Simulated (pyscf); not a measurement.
# Four-centre exchange: Cl–Sn(Cl)(Cl)–Cl + hydrogen fluoride (HF) -> hydrogen chloride (HCl) + F–Sn(Cl)(Cl)–Cl

Gas phase, singlet surface, charge 0. Bonds broken: Cl1–Sn2, F6–H7. Bonds formed: Cl1–H7, Sn2–F6. PySCF, gas phase, ωB97X-D3(BJ)/def2-SVP geometries.

Transition state (Å):

```xyz
7

Cl     1.4577    -0.2085     0.5091
Sn    -1.1243    -0.2233    -0.0463
Cl    -0.8396    -2.2235    -1.1438
Cl    -3.0667     0.6210    -0.9731
Cl    -1.5726    -0.2160     2.2086
F     -0.0688     1.4036    -0.7987
H      0.9351     0.9324    -0.2950
```

One imaginary mode, 544i cm⁻¹; descent along it reached the two sides named, in the forms told below.

| bond | change | reactant side (Å) | saddle | product side |
|---|---|---|---|---|
| Cl1–Sn2 | breaks | 2.333 | 2.6 | 3.2 |
| F6–H7 | breaks | 0.933 | 1.218 | 2.023 |
| Cl1–H7 | forms | 2.367 | 1.490 | 1.291 |
| Sn2–F6 | forms | 2.7 | 2.080 | 1.934 |

Electronic energies relative to the separated reactants (eV):

| level | barrier | reaction energy | reverse barrier |
|---|---|---|---|
| ωB97X-D3(BJ)/def2-TZVP | 0.71 | +0.44 | 0.27 |
| PBE/def2-TZVP | 0.50 | +0.28 | 0.22 |
| r²SCAN/def2-TZVP | 0.50 | +0.29 | 0.21 |
| B3LYP-D3(BJ)/def2-TZVP | 0.67 | +0.35 | 0.32 |
| PBE0-D3(BJ)/def2-TZVP | 0.65 | +0.41 | 0.24 |
| M06-2X/def2-TZVP | 0.69 | +0.36 | 0.33 |
| ωB97M-D3(BJ)/def2-TZVP | 0.72 | +0.32 | 0.40 |
| HF/def2-TZVP | 1.47 | +0.35 | 1.13 |

With ωB97M-D3(BJ)/def2-TZVP energies and thermal terms (ideal gas, 1 atm, RRHO with modes under 100 cm⁻¹ raised to 100, one conformer, R ln 2 for rigid chiral ones), in eV:

```csv
T (K),ΔH‡,ΔG‡,ΔH,ΔG
298,0.63,1.04,+0.26,+0.22
600,0.62,1.46,+0.26,+0.18
900,0.64,1.88,+0.26,+0.14
1200,0.66,2.29,+0.26,+0.10
```

On the product side the descent ends in a complex, 0.19 eV under the separated species and 0.46 eV under the saddle at ωB97X-D3(BJ)/def2-TZVP. One saddle was located; it need not be the lowest between these sides. Elements past Kr carry the def2 core potentials, without spin-orbit coupling.
